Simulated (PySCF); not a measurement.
Molecule: SMILES C#[NH+], [CH₂N]+.

Structure with atom numbers: `[CH:1]#[NH+:2]`. Hydrogens are named by the atom that carries them.

Spin–spin couplings on one PBE0-D3(BJ)/def2-SVP geometry, PySCF 2.14.0 with density-fitted response routines, gas phase, non-relativistic, equivalent pairs averaged; isotopes 13C, 1H, 15N; functional B3LYP.

Question: How do the couplings (Hz) change with the basis set? Times are CPU seconds on shared hosts with different chips, so compare them loosely. Far from the basis limit: 6-31G-J, pcJ-0, 6-31G*, def2-TZVP, cc-pVTZ.

Answer: 
```
    basis set  functions  1J(C1,H(C1))  1J(N2,H(N2))  1J(C1,N2)  2J(C1,H(N2))  2J(N2,H(C1))  3J(H(C1),H(N2))  core-s
      6-31G-J         32         392.1        -171.6      -78.7          52.4         -21.4              8.4     0.5
        pcJ-0         32         349.4        -146.1      -56.8          32.8         -17.5              8.4     0.5
       6-31G*         32         341.8        -137.2      -61.2          38.0         -13.1              8.8     1.1
        pcJ-1         74         377.2        -163.8      -83.0          55.4         -22.1             10.9     1.2
    def2-TZVP         74         355.5        -150.3      -81.1          53.9         -21.4              8.6     1.7
      cc-pVTZ         88         347.6        -152.5     -116.9          45.9         -24.5              9.0     1.9
aug-cc-pVTZ-J        132         382.5        -166.4      -80.9          57.2         -23.2             11.1     1.9
        pcJ-2        150         378.0        -164.6      -80.9          56.9         -23.1             11.1     2.2
```

The Fermi-contact term samples the wavefunction at the nucleus, which is why sets with added tight s functions (names with J) are made for couplings.
